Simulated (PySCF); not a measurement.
ClH, SMILES Cl (connectivity only; charge and spin as stated), charge +1, multiplicity 2. Atoms are numbered in the order given.

```xyz
2

Cl     0.0000     0.0000    -0.0741
H      0.0000     0.0000     1.2603
```
Charge +1, spin multiplicity 2.

Coordinates come from a PBE-D3(BJ)/def2-TZVPD optimisation. The spin state was assumed, not searched.

These are PySCF with CAM-B3LYP/def2-TZVPD values and carry that method's errors.

Mulliken values depend strongly on the basis, most of all with diffuse functions as here. ESP charges are fitted to the potential on shells at 1.4 to 2.0 van der Waals radii. Atomic charges (e):

```csv
atom,ESP fit,meta-Löwdin,Mulliken,Mulliken spin
Cl1,[?],0.68,0.55,1.03
H2,[?],0.32,0.45,-0.03
```

Task: Some entries are withheld; supply them. (An estimate is asked for; the answer gives what the named calculation found.)

Result: 
- Cl1, ESP fit: 0.67
- H2, ESP fit: 0.33
